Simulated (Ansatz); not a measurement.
Relaxation of C₃H₄N₂O (10 atoms, charge 0, multiplicity 1), to a largest force component of 0.02 eV/Å in at most 50 steps.

All numbers below come from RKS B3LYP-D4/6-31G* (Ansatz).

```xyz
10
Properties=species:S:1:pos:R:3
N 0.996 -0.327 2.488
C 0.440 -0.593 1.463
C -0.148 -0.951 0.338
C -0.257 -0.028 -0.766
N -0.877 -0.365 -1.892
O 0.094 1.226 -0.549
H 1.240 0.713 2.476
H -0.409 -1.956 0.209
H -0.930 0.446 -2.477
H -0.066 1.784 -1.288
```

Q: Where does it end, and by what steps?

A: It converged. After 12 steps the energy has fallen by 1.550 eV; H7 moved furthest, 0.85 Å.

```tsv
step	energy less start (eV)	largest force component (eV/Å)	accepted
0	0.0000	3.534	yes
1	-0.5650	2.851	yes
2	-1.1076	1.524	yes
3	-1.3448	1.067	yes
4	-1.4466	1.100	yes
5	-1.5179	0.699	yes
6	-1.5411	0.318	yes
7	-1.5462	0.125	yes
8	-1.5463	0.132	yes
9	-1.5488	0.047	yes
10	-1.5496	0.029	yes
11	-1.5492	0.039	no
12	-1.5499	0.017	yes
```

```xyz
10
Properties=species:S:1:pos:R:3
N 1.313 -0.148 2.315
C 0.593 -0.456 1.378
C -0.081 -0.852 0.310
C -0.326 0.015 -0.840
N -0.984 -0.411 -1.847
O 0.224 1.259 -0.665
H 0.867 0.305 3.117
H -0.495 -1.853 0.273
H -1.078 0.300 -2.578
H 0.050 1.790 -1.459
```

Whether the end is a true minimum wasn't checked by a vibrational analysis.

Time of the run: 35 s on 2 threads of Arm Neoverse V1, with other jobs on the host, peak memory 0.2 GiB.
